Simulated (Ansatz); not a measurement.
CH, SMILES `[CH+]` (lower singlet) (charge 1, multiplicity 1). This singlet lies 1.21 eV below the relaxed triplet at the level composite: frozen-core CCSD(T) with HF/cc-pV5Z and the correlation energy extrapolated as X^-3 from cc-pVQZ and cc-pV5Z, plus full CI minus CCSD(T) in cc-pVDZ // B3LYP-D3(BJ)/def2-TZVP (Ansatz, a first-principles code).

Calculation: frozen-core full CI/cc-pVTZ // B3LYP-D3(BJ)/def2-TZVP (Ansatz).

Ansatz 0.2 input:
```yaml
crystal:
  periodic: [false, false, false]
  atoms:
    - { symbol: C, position_ang: [0.568841, -0.000003, -0.000002] }
    - { symbol: H, position_ang: [-0.568841, 0.000003, 0.000002] }
basis:
  gaussian: { orbitals: cc-pVTZ }
correlation:
  method: fci
total_charge: 1
```

Output:

```
Functional definition: HF
491 factors; integrals over basis functions are off by at most 2.6e-7 eV
mean field evaluation 1: about -1031.2985 eV, gradient 7.2e0 eV
mean field evaluation 2: about -1031.2979 eV, gradient 7.2e0 eV
mean field evaluation 4: about -1031.5088 eV, gradient 3.2e-1 eV
mean field evaluation 8: about -1031.5095 eV, gradient 5.1e-5 eV
mean field -1031.50951268 eV, -37.9072754086 hartree, gradient 1.3e-6 eV, S^2 0.000000; 0 other end points of the search recorded, 0 dependent functions left out; unrestricted orbitals would lower it
1 core orbitals not correlated
reference -1031.50951268 eV, -37.9072754086 hartree; 2, 2 occupied and 41, 41 virtual orbitals, 491 factors
state -1034.68936918 eV, -38.0241329796 hartree
Total energy: -1034.68936918 eV, -38.0241329796 hartree
```
